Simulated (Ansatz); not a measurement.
doublet CH₄P: levels of theory in one basis

```yaml
atoms:
  - { symbol: C, position_ang: [1.1893, 0.0001, 0.0704] }
  - { symbol: P, position_ang: [-0.5830, -0.0001, -0.1232] }
  - { symbol: H, position_ang: [1.7431, 0.9239, -0.0446] }
  - { symbol: H, position_ang: [1.7425, -0.9241, -0.0457] }
  - { symbol: H, position_ang: [-0.9383, -1.0592, 0.7593] }
  - { symbol: H, position_ang: [-0.9386, 1.0608, 0.7570] }
```

Basis set: cc-pVTZ on H, C; cc-pV(T+d)Z on P (spherical functions). Correlated methods keep 6 orbitals frozen. Correlation on ROHF uses semicanonical orbitals with singles. Charge 0, multiplicity 2.

Computed with Ansatz (development build ahead of 0.2.0); each method stands on the lowest determinant of its kind that the runs found.

```tsv
method	E − E(ROHF) (eV)	<S²> of the determinant
ROHF	0.00	0.75
UHF	-0.15	0.77
ROHF-MP2	-8.47	–
UHF-MP2	-8.46	0.77
ROHF-CCSD	-9.52	–
UHF-CCSD	-9.52	0.77
```

**Question.** What does ROHF-CCSD(T) give on the same scale?

**Answer.** -9.88 eV.

**Question.** Is a single determinant a sound starting point here?

**Answer.** By this sign, yes. Unrestricted orbitals gain 0.15 eV and <S²> is 0.77 against 0.75 for a pure state.
